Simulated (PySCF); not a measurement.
Identify the unknown among the candidates.

All candidates are C4H5FO.

* Couplings: largest of the computed one-bond spin–spin couplings (means over like bonds): 19F–13C -354.5, 13C–1H +207.2, 13C–1H +168.7, 13C–1H +134.3 (×3), 13C–13C +86.9, 13C–13C +54.8, 13C–13C +44.3, 17O–13C +32.5 Hz [B3LYP/pcJ-1, spin–dipole term left out for some pairs]
* NMR, other nuclei: isotropic shieldings of nuclei other than C and H, by class: -359 (1 O), 266 (1 F) ppm [GIAO PBE0/pcSseg-1]
* Rotational structure: rotational constants A, B, C: 7.392, 2.557, 1.923 GHz [GFN2-xTB]
* 1H NMR: chemical shifts (computed TMS as zero) by class: 7.31 (1 H), 5.45 (1 H), 2.49 (3 H) ppm [GIAO PBE0/pcSseg-1]
* 13C NMR: chemical shifts (computed TMS as zero) by class: 198.0 (1 C), 168.0 (1 C), 120.8 (1 C), 34.9 (1 C) ppm [GIAO PBE0/pcSseg-1]
* Dipole: 2.85 D [PBE0/pcSseg-1]

Gas-phase values; electronic properties from PySCF, density fitting. Levels stand in brackets. One conformer (not necessarily the lowest) at the GFN2-xTB geometry, without solvent, vibrations or thermal averaging. NMR classes are plain means over equivalent atoms (diastereotopic ones count apart unless rotation or inversion swaps them), as if these changed places fast.

Question: Which candidate is it?
A. `O=C1CC[C@@H]1F`
B. `CC(=O)/C=C\F`
C. `C=C(C=O)CF`
D. `C=C(C)C(=O)F`
E. `C=CCC(=O)F`

Answer: B. It is `CC(=O)/C=C\F`. Numbering: `[CH3:1][C:2](=[O:3])/[CH:4]=[CH:5]\[F:6]`. Its formula, C4H5FO, gives 2 degrees of unsaturation: 0 rings and 2 π bonds in the structure found. 4 carbons fall into 4 classes; from least to most shielded: ketone carbonyl carbon [C2] (198.0 ppm), vinylic C–F carbon [C5] (168.0 ppm), alkene CH carbon [C4] (120.8 ppm), methyl carbon next to a carbonyl [C1] (34.9 ppm). Hydrogen classes from least to most shielded: 1 H on a vinylic C–F carbon, C5 (7.31 ppm), 1 H on an alkene CH carbon, C4 (5.45 ppm), 3 H on a methyl carbon next to a carbonyl, C1 (2.49 ppm). The other shieldings belong to: -359 ppm, ketone oxygen [O3]; 266 ppm, vinyl fluorine [F6]. The couplings run between: -354.5 Hz, vinyl fluorine [F6] and vinylic C–F carbon [C5]; +207.2 Hz, vinylic C–F carbon [C5] and its hydrogen; +168.7 Hz, alkene CH carbon [C4] and its hydrogen; +134.3 Hz, methyl carbon next to a carbonyl [C1] and its hydrogen (with 2 like pairs); +86.9 Hz, alkene CH carbon [C4] and vinylic C–F carbon [C5]; +54.8 Hz, ketone carbonyl carbon [C2] and alkene CH carbon [C4]; +44.3 Hz, methyl carbon next to a carbonyl [C1] and ketone carbonyl carbon [C2]; +32.5 Hz, ketone oxygen [O3] and ketone carbonyl carbon [C2]. The optimised geometry has point group Cs and is an asymmetric top.

The others, at the same levels:
- `C=C(C)C(=O)F` fails: its computed 13C shifts are 164.9 (1 C), 141.4 (1 C), 140.9 (1 C), 22.2 (1 C) ppm, 1H shifts are 6.76 (1 H), 6.41 (1 H), 2.09 (3 H) ppm and rotational constant A is 5.354 GHz (against 7.392 GHz).
- `O=C1CC[C@@H]1F` fails: its computed 13C shifts are 210.8 (1 C), 100.6 (1 C), 40.7 (1 C), 22.3 (1 C) ppm, 1H shifts are 5.59 (1 H), 2.97 (1 H), 2.74 (1 H), 2.40 (1 H), 2.22 (1 H) ppm and rotational constant A is 5.031 GHz (against 7.392 GHz).
- `C=CCC(=O)F` fails: its computed 13C shifts are 170.8 (1 C), 138.1 (1 C), 126.4 (1 C), 40.4 (1 C) ppm, 1H shifts are 6.35 (1 H), 5.61 (1 H), 5.53 (1 H), 3.35 (2 H) ppm and rotational constant A is 9.028 GHz (against 7.392 GHz).
- `C=C(C=O)CF` fails: its computed 13C shifts are 196.8 (1 C), 155.1 (1 C), 139.2 (1 C), 85.3 (1 C) ppm, 1H shifts are 9.79 (1 H), 6.90 (1 H), 6.38 (1 H), 5.55 (2 H) ppm and rotational constant A is 6.456 GHz (against 7.392 GHz).

Each candidate is one conformer, not necessarily the lowest. The conformers computed, where there is a choice (atom-mapped SMILES and torsion angles):
- `[CH3:1][C:2](=[O:3])/[CH:4]=[CH:5]\[F:6]`: C1–C2–C4–C5 0°
- `[CH2:1]=[C:2]([CH3:3])[C:4](=[O:5])[F:6]`: C1–C2–C4–O5 180°
- `[CH2:1]=[CH:2][CH2:3][C:4](=[O:5])[F:6]`: C1–C2–C3–C4 132°, C2–C3–C4–O5 7°
- `[CH2:1]=[C:2]([CH:3]=[O:4])[CH2:5][F:6]`: C1–C2–C3–O4 180°, C1–C2–C5–F6 0°

One-bond C–F couplings are unscaled; at this level they come out some 30 % too large in size.
